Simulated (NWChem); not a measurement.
# fluorine (F₂); SMILES FF

Results from NWChem. Pople sets run with spherical d functions. The geometry was optimised at PBE0-D3(BJ)/def2-TZVP. Level: M05-2X/6-31G* with COSMO at NWChem's default radii, gas-phase geometry; the question gives the dielectric constant.

Task: Predict the results for dielectric constant 46.7. Quantities: electrostatic solvation energy (kcal/mol).

Result: electrostatic solvation energy (kcal/mol): -0.2
